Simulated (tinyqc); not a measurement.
ROHF in the sto-3g basis, for CH3, spin multiplicity 2, step by step (part 3 of 3). Computed by tinyqc, a small Python program that keeps every step (integrals from PySCF). Command: `OMP_NUM_THREADS=1 python tinyqc.py 27604 27605 out.jsonl` (the two numbers bound the seeds that draw the settings). One thread of a shared host (Intel(R) Xeon(R) Processor @ 2.60GHz), about 0.09 s of CPU time with the checks.

Geometry (angstrom):
```
atom          x          y         z
C      0.000000   0.000000  0.085000
H      1.168000   0.000000  0.000000
H     -0.584000   1.011000  0.000000
H     -0.584000  -1.011000  0.000000
```

## Iteration 2: diagonalisation and new density

effective F (hartree), order 1C 1s, 1C 2s, 1C 2px, 1C 2py, 1C 2pz, 2H 1s, 3H 1s, 4H 1s:
$$\begin{pmatrix}
-10.973133 & -2.955368 & 0.000007 & 0.000000 & 0.005111 & -0.625592 & -0.626236 & -0.626236 \\
-2.955368 & -1.447907 & 0.000126 & 0.000000 & 0.034994 & -0.636971 & -0.637364 & -0.637364 \\
0.000007 & 0.000126 & -0.202216 & 0.000000 & -0.000017 & -0.409042 & 0.204652 & 0.204652 \\
0.000000 & 0.000000 & 0.000000 & -0.202288 & 0.000000 & 0.000000 & -0.354304 & 0.354304 \\
0.005111 & 0.034994 & -0.000017 & 0.000000 & 0.000317 & 0.038449 & 0.038471 & 0.038471 \\
-0.625592 & -0.636971 & -0.409042 & 0.000000 & 0.038449 & -0.394724 & -0.164664 & -0.164664 \\
-0.626236 & -0.637364 & 0.204652 & -0.354304 & 0.038471 & -0.164664 & -0.395059 & -0.164870 \\
-0.626236 & -0.637364 & 0.204652 & 0.354304 & 0.038471 & -0.164664 & -0.164870 & -0.395059
\end{pmatrix}$$

X, order 1C 1s, 1C 2s, 1C 2px, 1C 2py, 1C 2pz, 2H 1s, 3H 1s, 4H 1s:
$$\begin{pmatrix}
1.028085 & -0.161506 & 0.000013 & 0.000000 & 0.002243 & 0.024508 & 0.024518 & 0.024518 \\
-0.161506 & 1.343603 & -0.000184 & 0.000000 & -0.022287 & -0.294537 & -0.294825 & -0.294825 \\
0.000013 & -0.000184 & 1.157305 & 0.000000 & 0.000014 & -0.304854 & 0.152591 & 0.152591 \\
0.000000 & 0.000000 & 0.000000 & 1.157343 & 0.000000 & 0.000000 & -0.264165 & 0.264165 \\
0.002243 & -0.022287 & 0.000014 & 0.000000 & 1.001555 & 0.020628 & 0.020653 & 0.020653 \\
0.024508 & -0.294537 & -0.304854 & 0.000000 & 0.020628 & 1.211708 & -0.025578 & -0.025578 \\
0.024518 & -0.294825 & 0.152591 & -0.264165 & 0.020653 & -0.025578 & 1.211992 & -0.025580 \\
0.024518 & -0.294825 & 0.152591 & 0.264165 & 0.020653 & -0.025578 & -0.025580 & 1.211992
\end{pmatrix}$$

Diagonalise F' = X^T F X, C = X C', fill 5 alpha and 4 beta electrons from the bottom; D(s) = C_occ C_occ^T. Each column has its largest component positive (the first on a tie).

F' = X^T F X (hartree):
$$\begin{pmatrix}
-10.735304 & -1.585048 & 0.000007 & 0.000000 & 0.007064 & -0.073548 & -0.073741 & -0.073741 \\
-1.585048 & -0.471513 & -0.000115 & 0.000000 & -0.004910 & -0.402650 & -0.402938 & -0.402938 \\
0.000007 & -0.000115 & 0.130230 & 0.000000 & 0.000007 & -0.484598 & 0.242461 & 0.242461 \\
0.000000 & 0.000000 & 0.000000 & 0.130205 & 0.000000 & 0.000000 & -0.419818 & 0.419818 \\
0.007064 & -0.004910 & 0.000007 & 0.000000 & 0.003731 & 0.036165 & 0.036192 & 0.036192 \\
-0.073548 & -0.402650 & -0.484598 & 0.000000 & 0.036165 & 0.041698 & -0.040692 & -0.040692 \\
-0.073741 & -0.402938 & 0.242461 & -0.419818 & 0.036192 & -0.040692 & 0.041827 & -0.040707 \\
-0.073741 & -0.402938 & 0.242461 & 0.419818 & 0.036192 & -0.040692 & -0.040707 & 0.041827
\end{pmatrix}$$

orbital energies (hartree): MO1 -10.979382, MO2 -0.813120, MO3 -0.487821, MO4 -0.487794, MO5 0.000548, MO6 0.549257, MO7 0.700452, MO8 0.700561

coefficients C, order 1C 1s, 1C 2s, 1C 2px, 1C 2py, 1C 2pz, 2H 1s, 3H 1s, 4H 1s:
$$\begin{pmatrix}
0.992733 & -0.223470 & 0.000000 & -0.000065 & -0.027827 & -0.220494 & 0.000423 & 0.000000 \\
0.031803 & 0.687781 & 0.000000 & 0.000305 & 0.127565 & 1.265746 & -0.002679 & 0.000000 \\
-0.000005 & -0.000156 & 0.000000 & 0.532343 & -0.000005 & 0.001761 & 1.093374 & 0.000000 \\
0.000000 & 0.000000 & 0.532373 & 0.000000 & 0.000000 & 0.000000 & 0.000000 & 1.093430 \\
-0.001071 & -0.038161 & 0.000000 & -0.000004 & 0.992542 & -0.135268 & 0.000265 & 0.000000 \\
-0.005975 & 0.214741 & 0.000000 & 0.517450 & -0.035465 & -0.701178 & -0.918393 & 0.000000 \\
-0.005979 & 0.214950 & 0.448067 & -0.258605 & -0.035444 & -0.698908 & 0.461336 & -0.796751 \\
-0.005979 & 0.214950 & -0.448067 & -0.258605 & -0.035444 & -0.698908 & 0.461336 & 0.796751
\end{pmatrix}$$

D(alpha) after iteration 2, order 1C 1s, 1C 2s, 1C 2px, 1C 2py, 1C 2pz, 2H 1s, 3H 1s, 4H 1s:
$$\begin{pmatrix}
1.036232 & -0.125676 & -0.000004 & 0.000000 & -0.020155 & -0.052967 & -0.052968 & -0.052968 \\
-0.125676 & 0.490327 & 0.000054 & 0.000000 & 0.100333 & 0.143138 & 0.143048 & 0.143048 \\
-0.000004 & 0.000054 & 0.283389 & 0.000000 & -0.000002 & 0.275428 & -0.137700 & -0.137700 \\
0.000000 & 0.000000 & 0.000000 & 0.283421 & 0.000000 & 0.000000 & 0.238539 & -0.238539 \\
-0.020155 & 0.100333 & -0.000002 & 0.000000 & 0.986596 & -0.043391 & -0.043374 & -0.043374 \\
-0.052967 & 0.143138 & 0.275428 & 0.000000 & -0.043391 & 0.315162 & -0.086364 & -0.086364 \\
-0.052968 & 0.143048 & -0.137700 & 0.238539 & -0.043374 & -0.086364 & 0.315136 & -0.086393 \\
-0.052968 & 0.143048 & -0.137700 & -0.238539 & -0.043374 & -0.086364 & -0.086393 & 0.315136
\end{pmatrix}$$

D(beta) after iteration 2, order 1C 1s, 1C 2s, 1C 2px, 1C 2py, 1C 2pz, 2H 1s, 3H 1s, 4H 1s:
$$\begin{pmatrix}
1.035458 & -0.122127 & -0.000005 & 0.000000 & 0.007464 & -0.053954 & -0.053954 & -0.053954 \\
-0.122127 & 0.474054 & 0.000055 & 0.000000 & -0.026280 & 0.147663 & 0.147570 & 0.147570 \\
-0.000005 & 0.000055 & 0.283389 & 0.000000 & 0.000004 & 0.275427 & -0.137700 & -0.137700 \\
0.000000 & 0.000000 & 0.000000 & 0.283421 & 0.000000 & 0.000000 & 0.238539 & -0.238539 \\
0.007464 & -0.026280 & 0.000004 & 0.000000 & 0.001457 & -0.008191 & -0.008195 & -0.008195 \\
-0.053954 & 0.147663 & 0.275427 & 0.000000 & -0.008191 & 0.313904 & -0.087621 & -0.087621 \\
-0.053954 & 0.147570 & -0.137700 & 0.238539 & -0.008195 & -0.087621 & 0.313880 & -0.087649 \\
-0.053954 & 0.147570 & -0.137700 & -0.238539 & -0.008195 & -0.087621 & -0.087649 & 0.313880
\end{pmatrix}$$

## Iteration 10 (converged): orbitals

converged F (hartree), order 1C 1s, 1C 2s, 1C 2px, 1C 2py, 1C 2pz, 2H 1s, 3H 1s, 4H 1s:
$$\begin{pmatrix}
-10.985458 & -2.959911 & 0.000006 & 0.000000 & 0.004429 & -0.626618 & -0.627263 & -0.627263 \\
-2.959911 & -1.437571 & 0.000131 & 0.000000 & 0.035299 & -0.637688 & -0.638078 & -0.638078 \\
0.000006 & 0.000131 & -0.213355 & 0.000000 & -0.000017 & -0.411709 & 0.205990 & 0.205990 \\
0.000000 & 0.000000 & 0.000000 & -0.213424 & 0.000000 & 0.000000 & -0.356615 & 0.356615 \\
0.004429 & 0.035299 & -0.000017 & 0.000000 & -0.003328 & 0.041589 & 0.041610 & 0.041610 \\
-0.626618 & -0.637688 & -0.411709 & 0.000000 & 0.041589 & -0.397847 & -0.169070 & -0.169070 \\
-0.627263 & -0.638078 & 0.205990 & -0.356615 & 0.041610 & -0.169070 & -0.398181 & -0.169276 \\
-0.627263 & -0.638078 & 0.205990 & 0.356615 & 0.041610 & -0.169070 & -0.169276 & -0.398181
\end{pmatrix}$$

As before.

F' = X^T F X (hartree):
$$\begin{pmatrix}
-10.746715 & -1.590600 & 0.000005 & 0.000000 & 0.006574 & -0.073391 & -0.073586 & -0.073586 \\
-1.590600 & -0.452808 & -0.000110 & 0.000000 & -0.007270 & -0.404190 & -0.404475 & -0.404475 \\
0.000005 & -0.000110 & 0.118317 & 0.000000 & 0.000007 & -0.485347 & 0.242836 & 0.242836 \\
0.000000 & 0.000000 & 0.000000 & 0.118294 & 0.000000 & 0.000000 & -0.420465 & 0.420465 \\
0.006574 & -0.007270 & 0.000007 & 0.000000 & 0.000439 & 0.039451 & 0.039477 & 0.039477 \\
-0.073391 & -0.404190 & -0.485347 & 0.000000 & 0.039451 & 0.040158 & -0.045665 & -0.045665 \\
-0.073586 & -0.404475 & 0.242836 & -0.420465 & 0.039477 & -0.045665 & 0.040289 & -0.045680 \\
-0.073586 & -0.404475 & 0.242836 & 0.420465 & 0.039477 & -0.045665 & -0.045680 & 0.040289
\end{pmatrix}$$

orbital energies (hartree): MO1 -10.991767, MO2 -0.809829, MO3 -0.492716, MO4 -0.492691, MO5 -0.003445, MO6 0.554862, MO7 0.696871, MO8 0.696978

coefficients C, order 1C 1s, 1C 2s, 1C 2px, 1C 2py, 1C 2pz, 2H 1s, 3H 1s, 4H 1s:
$$\begin{pmatrix}
0.992708 & -0.220839 & 0.000000 & -0.000067 & -0.030654 & -0.222871 & 0.000449 & 0.000000 \\
0.031905 & 0.672483 & 0.000000 & 0.000306 & 0.140462 & 1.272579 & -0.002824 & 0.000000 \\
-0.000005 & -0.000169 & 0.000000 & 0.539413 & -0.000004 & 0.001871 & 1.089903 & 0.000000 \\
0.000000 & 0.000000 & 0.539441 & 0.000000 & 0.000000 & 0.000000 & 0.000000 & 1.089960 \\
-0.001007 & -0.041362 & 0.000000 & -0.000008 & 0.991295 & -0.143232 & 0.000293 & 0.000000 \\
-0.005988 & 0.222978 & 0.000000 & 0.511489 & -0.039685 & -0.698469 & -0.921655 & 0.000000 \\
-0.005992 & 0.223192 & 0.442899 & -0.255613 & -0.039665 & -0.696045 & 0.463071 & -0.799635 \\
-0.005992 & 0.223192 & -0.442899 & -0.255613 & -0.039665 & -0.696045 & 0.463071 & 0.799635
\end{pmatrix}$$

D(alpha) after iteration 10, order 1C 1s, 1C 2s, 1C 2px, 1C 2py, 1C 2pz, 2H 1s, 3H 1s, 4H 1s:
$$\begin{pmatrix}
1.035178 & -0.121144 & -0.000004 & 0.000000 & -0.022252 & -0.054004 & -0.054005 & -0.054005 \\
-0.121144 & 0.472981 & 0.000051 & 0.000000 & 0.111392 & 0.144340 & 0.144252 & 0.144252 \\
-0.000004 & 0.000051 & 0.290967 & 0.000000 & -0.000001 & 0.275867 & -0.137918 & -0.137918 \\
0.000000 & 0.000000 & 0.000000 & 0.290997 & 0.000000 & 0.000000 & 0.238918 & -0.238918 \\
-0.022252 & 0.111392 & -0.000001 & 0.000000 & 0.984378 & -0.048561 & -0.048544 & -0.048544 \\
-0.054004 & 0.144340 & 0.275867 & 0.000000 & -0.048561 & 0.312951 & -0.079366 & -0.079366 \\
-0.054005 & 0.144252 & -0.137918 & 0.238918 & -0.048544 & -0.079366 & 0.312921 & -0.079398 \\
-0.054005 & 0.144252 & -0.137918 & -0.238918 & -0.048544 & -0.079366 & -0.079398 & 0.312921
\end{pmatrix}$$

D(beta) after iteration 10, order 1C 1s, 1C 2s, 1C 2px, 1C 2py, 1C 2pz, 2H 1s, 3H 1s, 4H 1s:
$$\begin{pmatrix}
1.034239 & -0.116838 & -0.000004 & 0.000000 & 0.008135 & -0.055221 & -0.055220 & -0.055220 \\
-0.116838 & 0.453252 & 0.000051 & 0.000000 & -0.027847 & 0.149915 & 0.149823 & 0.149823 \\
-0.000004 & 0.000051 & 0.290967 & 0.000000 & 0.000003 & 0.275867 & -0.137919 & -0.137919 \\
0.000000 & 0.000000 & 0.000000 & 0.290997 & 0.000000 & 0.000000 & 0.238918 & -0.238918 \\
0.008135 & -0.027847 & 0.000003 & 0.000000 & 0.001712 & -0.009221 & -0.009224 & -0.009224 \\
-0.055221 & 0.149915 & 0.275867 & 0.000000 & -0.009221 & 0.311377 & -0.080941 & -0.080941 \\
-0.055220 & 0.149823 & -0.137919 & 0.238918 & -0.009224 & -0.080941 & 0.311348 & -0.080971 \\
-0.055220 & 0.149823 & -0.137919 & -0.238918 & -0.009224 & -0.080941 & -0.080971 & 0.311348
\end{pmatrix}$$

## Convergence

Stop when the energy changes by less than 1e-08 hartree and every element of the error matrix X^T (F D S - S D F) X is below 3e-05.

Course of the cycle:
```
iteration   E (hartree)     change  largest element of the error matrix
1          -38.88723893          -                             7.59e-01
2          -39.04700057  -1.60e-01                             5.37e-02
3          -39.05245244  -5.45e-03                             1.26e-02
4          -39.05284289  -3.90e-04                             3.82e-03
5          -39.05287777  -3.49e-05                             1.07e-03
6          -39.05288135  -3.58e-06                             3.14e-04
7          -39.05288180  -4.47e-07                             1.47e-04
8          -39.05288187  -6.82e-08                             6.79e-05
9          -39.05288188  -1.20e-08                             3.09e-05
10         -39.05288188  -2.27e-09                             1.40e-05
```

PySCF ROHF in the same basis = -39.05288189 hartree

Converged in 10 iterations.

## Populations, bond orders and dipole

overlap S, order 1C 1s, 1C 2s, 1C 2px, 1C 2py, 1C 2pz, 2H 1s, 3H 1s, 4H 1s:
$$\begin{pmatrix}
1.000000 & 0.248362 & 0.000000 & 0.000000 & 0.000000 & 0.051554 & 0.051607 & 0.051607 \\
0.248362 & 1.000000 & 0.000000 & 0.000000 & 0.000000 & 0.445128 & 0.445373 & 0.445373 \\
0.000000 & 0.000000 & 1.000000 & 0.000000 & 0.000000 & 0.437029 & -0.218681 & -0.218681 \\
0.000000 & 0.000000 & 0.000000 & 1.000000 & 0.000000 & 0.000000 & 0.378572 & -0.378572 \\
0.000000 & 0.000000 & 0.000000 & 0.000000 & 1.000000 & -0.031804 & -0.031829 & -0.031829 \\
0.051554 & 0.445128 & 0.437029 & 0.000000 & -0.031804 & 1.000000 & 0.114829 & 0.114829 \\
0.051607 & 0.445373 & -0.218681 & 0.378572 & -0.031829 & 0.114829 & 1.000000 & 0.114976 \\
0.051607 & 0.445373 & -0.218681 & -0.378572 & -0.031829 & 0.114829 & 0.114976 & 1.000000
\end{pmatrix}$$

Mulliken: Z minus the diagonal of D S on the atom; Loewdin: the same with S^(1/2) D S^(1/2); Mayer order: 2 sum_s sum (D(s) S)_ij (D(s) S)_ji over the two atoms.

Charges (e):
```
atom   Mulliken    Loewdin  Mulliken spin
1C    -0.132549  -0.063814       0.997695
2H     0.044177   0.021281       0.000769
3H     0.044186   0.021266       0.000768
4H     0.044186   0.021266       0.000768
```

Mayer bond orders:
```
pair     order
2-1   0.977861
3-1   0.977873
3-2   0.010093
4-1   0.977873
4-2   0.010093
4-3   0.010081
```

dipole moment about the origin, x y z (debye): [0.000032, 0.000000, -0.105685]
